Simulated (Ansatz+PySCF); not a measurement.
Results of a calculation; reference values are marked as such.
## Ansatz (development build ahead of 0.2.0) run

```yaml
crystal:
  periodic: [false, false, false]
  atoms:
    - { symbol: C, position_ang: [0.0, 0.0, -0.34415] }
    - { symbol: H, position_ang: [0.0, 0.0, 2.06492] }
basis:
  gaussian: { orbitals: "6-31G" }
total_charge: 1
hamiltonian:
  xc: pbe0
output:
  forces: true
```

The input is written out in the form of the current development build from the run's settings.

Results

* Converged: yes
* Total energy: -37.87669 hartree
* Spin squared of the determinant: 0.000
* Stability test: minimum among restricted orbitals

Forces (eV/Å):
| atom | Fx | Fy | Fz |
| --- | --- | --- | --- |
| C1 | 0.000 | 0.000 | 2.157 |
| H2 | 0.000 | 0.000 | -2.157 |

Caution: charge can spread falsely over distant fragments; an unrestricted determinant lies well below.
